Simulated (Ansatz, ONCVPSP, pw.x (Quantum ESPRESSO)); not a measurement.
## What a changed setting does to a pw.x run (bcc Li)

Potential: optimised norm-conserving Vanderbilt (ONCV), ONCVPSP 4.0.1, LDA (Perdew-Wang 92); core [He], reference 2s1; waves: 2s: rc 3.10 bohr, ncon 4, nbas 8, qcut 2 1/bohr, 2 projectors, debl 3.9 Ha; p scattering state at 0.08 Ha: rc 3.05 bohr, ncon 4, nbas 7, qcut 3.1 1/bohr, 2 projectors, debl 1.1 Ha; d scattering state at 0.32 Ha: rc 3.20 bohr, ncon 3, nbas 8, qcut 2.6 1/bohr, 2 projectors, debl 1.5 Ha; local part: polynomial inside 2.05 bohr (lpopt 5, dvloc0 0 Ha); core correction: Teter function fitted to the true core (icmod 2), fcfact 0.35. In the p channel the program set the typed energies aside and used 0.050, 1.150 Ha.

The reference run (k-mesh 14³, cutoffs 50/200 Ry, Fermi–Dirac 0.01 Ry, mixing_beta 0.4, conv_thr 1e-9, no spin) gives 0.14 GPa at 19.087 Å³/atom, where all-electron LAPW gives -0.02 GPa. This run, with its own iteration cap, changes k-mesh points per axis to 3.

```
&control
  calculation='scf', prefix='x', pseudo_dir='./', outdir='./tmp', tstress=.true., disk_io='none'
/
&system
  ibrav=0, nat=1, ntyp=1, ecutwfc=50, ecutrho=200, nbnd=7,
  occupations='smearing', smearing='fd', degauss=0.01
/
&electrons
  conv_thr=1e-09, mixing_beta=0.4, electron_maxstep=60
/
ATOMIC_SPECIES
Li 1.0 Li.UPF
CELL_PARAMETERS angstrom
  -1.68354952 1.68354952 1.68354952
  1.68354952 -1.68354952 1.68354952
  1.68354952 1.68354952 -1.68354952
ATOMIC_POSITIONS crystal
Li 0.0000 0.0000 0.0000
K_POINTS automatic
3 3 3 0 0 0
```

```bash
pw.x < Li.scf.in > Li.scf.out
```

How does the run end?

It converges in 4 iterations; the free energy moves by -166.8 meV/atom and the pressure by -0.69 GPa.

```
Message from routine setup:
     using ibrav=0 with symmetry is DISCOURAGED, use correct ibrav instead
     lattice parameter (alat)  =       5.5104  a.u.
     unit-cell volume          =     128.8055 (a.u.)^3
     number of electrons       =         1.00
     number of Kohn-Sham states=            7
     kinetic-energy cutoff     =      50.0000  Ry
     charge density cutoff     =     200.0000  Ry
     scf convergence threshold =      1.0E-09
     Exchange-correlation= SLA  PW   NOGX NOGC
     number of k points=     4  Fermi-Dirac smearing, width (Ry)=  0.0100
     iteration #  1     ecut=    50.00 Ry     beta= 0.40
     total energy              =      -0.64117562 Ry
     estimated scf accuracy    <       0.00003896 Ry
     iteration #  2     ecut=    50.00 Ry     beta= 0.40
     total energy              =      -0.64117600 Ry
     estimated scf accuracy    <       0.00001396 Ry
     iteration #  3     ecut=    50.00 Ry     beta= 0.40
     total energy              =      -0.64117610 Ry
     estimated scf accuracy    <          1.2E-09 Ry
     iteration #  4     ecut=    50.00 Ry     beta= 0.40
     the Fermi energy is     1.0097 ev
!    total energy              =      -0.64117610 Ry
     estimated scf accuracy    <          5.8E-11 Ry
     smearing contrib. (-TS)   =      -0.00127510 Ry
     The total energy is F=E-TS. E is the sum of the following terms:
     one-electron contribution =       0.42314839 Ry
     hartree contribution      =       0.00037248 Ry
     xc contribution           =      -0.49147570 Ry
     ewald contribution        =      -0.57194618 Ry
     convergence has been achieved in   4 iterations
          total   stress  (Ry/bohr**3)                   (kbar)     P=       -5.52
     Message from routine punch:
     Nothing written, as per user request (disk_io='none')
```

The run took about 0.8 s on one core of a shared host (AMD EPYC 9R45 96-Core Processor, 96 threads, 376 GiB, load 54).
